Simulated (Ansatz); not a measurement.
# AlSiH4 radical: single points off equilibrium

A test off equilibrium: a structure displaced at random from a GFN2-xTB minimum is computed at several levels, and each is set against CCSD(T).

Method: single points in def2-TZVPP; program: Ansatz 0.2.0, Gaussian basis.

Cores are frozen in the correlated methods. Orbitals are unrestricted.

### 1 Where the work starts

SMILES `[AlH2][SiH2]`, 6 atoms, charge 0, spin multiplicity 2.

Atoms are counted from 1 here; the program's logs count them from 0.

Bond lengths: Al1–Si2 2.204 Å, Al1–H3 1.701 Å, Al1–H4 1.641 Å, Si2–H5 1.625 Å, Si2–H6 1.390 Å. Angles: Si2–Al1–H3 134.4°, Si2–Al1–H4 126.2°, H3–Al1–H4 97.9°, Al1–Si2–H5 126.5°, Al1–Si2–H6 133.7°, H5–Si2–H6 91.0°.

As a file:

```xyz
6

Al   -0.2482   -1.1062   -0.1219
Si    0.4569    0.9593    0.1875
H    -1.6087   -1.9895    0.3898
H     0.6525   -2.3685   -0.6580
H    -0.0339    2.2794   -0.6233
H     0.7231    1.7235    1.3181
```

### 2 CCSD(T)/def2-TZVPP

Contents of run/in.yaml:

```yaml
crystal:
  periodic: [false, false, false]
  atoms:
    - {symbol: Al, position_ang: [-0.248200, -1.106200, -0.121900]}
    - {symbol: Si, position_ang: [0.456900, 0.959300, 0.187500]}
    - {symbol: H, position_ang: [-1.608700, -1.989500, 0.389800]}
    - {symbol: H, position_ang: [0.652500, -2.368500, -0.658000]}
    - {symbol: H, position_ang: [-0.033900, 2.279400, -0.623300]}
    - {symbol: H, position_ang: [0.723100, 1.723500, 1.318100]}
basis:
  gaussian: {orbitals: def2-TZVPP}
magnetization: {spin_polarized: true, initial_magnetization: 1}
correlation: {method: ccsd_t}
scf: {omitted_lower_state_checks: [cluster_reference]}
output: {forces: true}
```

The command line of these runs was not kept.

### 3 PBE0-D4/def2-TZVPP

Edit run/in.yaml of step 2 so:

```diff
@@ -12,4 +12,3 @@
 magnetization: {spin_polarized: true, initial_magnetization: 1}
-correlation: {method: ccsd_t}
-scf: {omitted_lower_state_checks: [cluster_reference]}
-output: {forces: true}
+hamiltonian: {xc: pbe0, dispersion: d4}
+output: {forces: true, orbitals: {seedname: orbitals}}
```

### 4 wB97M-V/def2-TZVPP

Edit run/in.yaml of step 3 so:

```diff
@@ -12,3 +12,3 @@
 magnetization: {spin_polarized: true, initial_magnetization: 1}
-hamiltonian: {xc: pbe0, dispersion: d4}
-output: {forces: true, orbitals: {seedname: orbitals}}
+hamiltonian: {xc: {name: wB97M-V}}
+output: {forces: true}
```

### 5 r2SCAN-D4/def2-TZVPP

Edit run/in.yaml of step 4 so:

```diff
@@ -12,3 +12,3 @@
 magnetization: {spin_polarized: true, initial_magnetization: 1}
-hamiltonian: {xc: {name: wB97M-V}}
+hamiltonian: {xc: r2scan, dispersion: d4}
 output: {forces: true}
```

### 6 PBE-D4/def2-TZVPP

Edit run/in.yaml of step 5 so:

```diff
@@ -12,3 +12,3 @@
 magnetization: {spin_polarized: true, initial_magnetization: 1}
-hamiltonian: {xc: r2scan, dispersion: d4}
+hamiltonian: {xc: pbe, dispersion: d4}
 output: {forces: true}
```

### 7 LC-wPBE/def2-TZVPP

Edit run/in.yaml of step 6 so:

```diff
@@ -12,3 +12,3 @@
 magnetization: {spin_polarized: true, initial_magnetization: 1}
-hamiltonian: {xc: pbe, dispersion: d4}
+hamiltonian: {xc: {name: LC-wPBE}}
 output: {forces: true}
```

### 8 HSE06-D4/def2-TZVPP

Edit run/in.yaml of step 7 so:

```diff
@@ -12,3 +12,3 @@
 magnetization: {spin_polarized: true, initial_magnetization: 1}
-hamiltonian: {xc: {name: LC-wPBE}}
+hamiltonian: {xc: hse06, dispersion: d4}
 output: {forces: true}
```

(Steps that only read results are left out.)

Before running it: what results should come out? Wanted: energy less free atoms, CCSD(T)/def2-TZVPP; RMS force component; RMS force error; HOMO and LUMO, PBE0-D4; T1 diagnostic.

The runs gave:

| quantity | value |
| --- | --- |
| energy less free atoms, CCSD(T)/def2-TZVPP | -303.3 kcal/mol |
| RMS force component | 1.548 to 1.727 eV/Å over the methods |
| RMS force error | PBE0-D4 0.107, wB97M-V 0.074, r2SCAN-D4 0.117, PBE-D4 0.237, LC-wPBE 0.062, HSE06-D4 0.109 eV/Å |
| HOMO and LUMO, PBE0-D4 | -6.16 and -2.87 eV |
| T1 diagnostic | 0.018 |

**Reading.** Against CCSD(T) the functionals' energies less atoms differ by -12.2 to -3.5 kcal/mol, PBE-D4 by -3.6 kcal/mol. A larger basis would deepen the CCSD(T) value, while the functionals are nearly converged already, so the order here is not reliable. On forces the order runs from LC-wPBE to PBE-D4. Frozen-core CCSD(T) forces in triple zeta carry basis errors of their own, and this is one geometry, so small gaps rank nothing.
